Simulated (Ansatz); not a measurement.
Where CCSD(T) holds and where it slips

Each species is computed at the geometry given (Å), with frozen cores, in Ansatz 0.2.0: RHF-CCSD(T) for singlets, UHF-CCSD(T) otherwise, and full CI in the same basis. The program picks the determinant by trial CCSD, so it needn't be the lowest Hartree–Fock solution. States: BO⁺ Σ⁺ or Δ, ClF Σ⁺ or Δ, CO⁺ Σ⁺ or Δ. Cases whose determinant has another symmetry than full CI's state, or whose (Q) step broke down, weren't drawn.

Question: Judging by size, spin and bonding and the diagnostics given, rank them by the size of CCSD(T)'s error in total energy against full CI in the same basis, smallest first (an estimate).
A. ClF, singlet, 6-31G: F 0.000 0.000 0.000; Cl 0.000 0.000 1.659. T1 0.009, (T) -71 meV in a correlation energy of -4.97 eV
B. BO⁺, singlet, cc-pVDZ: B 0.000 0.000 0.000; O 0.000 0.000 1.185. T1 0.055, (T) -347 meV in a correlation energy of -7.35 eV
C. CO⁺, doublet, cc-pVDZ: O 0.000 0.000 0.000; C 0.000 0.000 0.985. T1 0.025, (T) -200 meV in a correlation energy of -6.98 eV

Answer: A (23.5 meV), C (40.2 meV), B (59.8 meV).

```
     species    basis  correlated electrons  CCSD(T) − full CI (meV)  CCSDT(Q) − full CI (meV)  unpaired electrons (full CI)     T1  ⟨S²⟩ of the determinant
ClF, singlet    6-31G                    14                     23.5                      -0.5                          0.05  0.009                     0.00
CO⁺, doublet  cc-pVDZ                     9                     40.2                      -3.2                          1.06  0.025                     0.80
BO⁺, singlet  cc-pVDZ                     8                     59.8                     -38.4                          0.13  0.055                     0.00
```

Unpaired electrons are Σ n²(2−n)² over natural occupations; an open shell counts its own unpaired electrons too. Frozen cores follow each run's orbitals, which moves totals by a few meV.
